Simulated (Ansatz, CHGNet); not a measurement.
Polycrystal shear modulus (GPa) of solids drawn from the class of silicides and borides, at two levels: the machine-learned potential CHGNet 0.3.0 (trained on PBE and PBE+U data), and PBE in Ansatz (PAW).

| solid | CHGNet 0.3.0 | PBE | shift (%) |
|---|---|---|---|
| CaB6-type LaB6 | 52.5 | 129 | +146 |
| C11b MoSi2 | 39.1 | 180 | +360 |
| antifluorite Mg2Si | 7.97 | 45.6 | +472 |
| A15 Mo3Si | 52.5 | 130 | +148 |
| AlB2-type TiB2 | 69.7 | 257 | +269 |
| B20 (FeSi-type) MnSi | 28.8 | 144 | +400 |

The shifts run from +146 % to +472 %, with a median of +315 %.

Of 6 rows, PBE is the larger in 6 and the smaller in 0.

Ansatz's runs of these crystals have no spin polarisation, but for B20 (FeSi-type) MnSi.

Density-functional runs with spin start from parallel moments for B20 (FeSi-type) MnSi.

Spin–orbit coupling is left out, also for the solids with elements from indium on (CaB6-type LaB6); its size isn't shown.

Each level is taken at its own relaxed cell. Ansatz's density-functional and Hartree–Fock values are scalar-relativistic unless marked +SOC, with PAW data made under PBE.

Ansatz is a program for electronic structure.
